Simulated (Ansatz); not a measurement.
Relative stability

The two ends of one reaction step of CH₇AlO, singlet (PBE0-D4/def2-TZVP).

A:

```xyz
10
angstrom
Al -0.6447 0.8313 -0.9940
O 0.9145 1.3892 -1.3851
H -1.2795 -0.3569 -1.8320
H -1.4328 1.6688 0.0853
H 0.9050 -0.1863 0.8042
C 0.1957 -0.8964 1.2383
H 1.4476 0.9914 -2.0712
H 0.7490 -1.7839 1.5449
H -0.2947 -0.4421 2.0969
H -0.5600 -1.2151 0.5128
```

B:

```
atom    x (Å)    y (Å)    z (Å)
 Al1  -0.7690   0.3019  -0.4416
  O2   1.0817   1.0676  -0.8213
  H3  -0.9233  -0.3665  -1.8957
  H4  -1.6255   1.6150  -0.1440
  H5   1.7512   0.7096  -0.2281
  C6  -0.2780  -0.8610   1.0728
  H7   1.3464   0.8543  -1.7229
  H8   0.4562  -1.6300   0.8077
  H9   0.1183  -0.2964   1.9247
 H10  -1.1580  -1.3946   1.4484
```

Ansatz 0.2.0; basis: def2-TZVPP; cores frozen in the correlated methods. B3LYP uses VWN-RPA correlation.

Task: Which structure is lower at CCSD(T), and by how much? (To be estimated.)

Result: By the calculation: A, by 74.4 kJ/mol (electronic energy, against the other). By their contacts, A is a complex of AlH₃O ([OH][AlH2]) + CH₄ and B is CH₇AlO ([CH3][AlH2][OH2]).

All methods give the same order:

| method | E(B) − E(A) (kJ/mol) |
| --- | --- |
| SPW92 | 59.5 |
| PBE-D4 | 72.2 |
| BLYP-D4 | 85.4 |
| r2SCAN-D4 | 73.8 |
| B97M-V | 74.9 |
| PBE0-D4 | 68.3 |
| B3LYP-D4 | 81.2 |
| r2SCAN0-D4 | 70.8 |
| BHLYP-D4 | 78.6 |
| CAM-B3LYP-D4 | 78.6 |
| wB97X-V | 74.0 |
| wB97M-V | 73.1 |
| B2PLYP | 81.1 |
| PBE-QIDH | 69.7 |
| RPA on PBE | 75.9 |
| HF | 83.9 |
| MP2 | 77.0 |
| CCSD | 75.4 |
| CCSD(T) | 74.4 |

T1 diagnostic: at most 0.011.

Labels in which every atom is bracketed show which atoms are joined, not bond orders.

For scale, one of the runs: CCSD(T)/def2-TZVPP, 202 basis functions, launched by `ansatz run in.yaml --threads 2 --pin off --events-out ev --progress --plain --max-ram 4352MiB`. The run took 48 s on 2 CPU threads of an Arm Neoverse V1 (shared host), with 2.5 GiB of host memory at its peak.
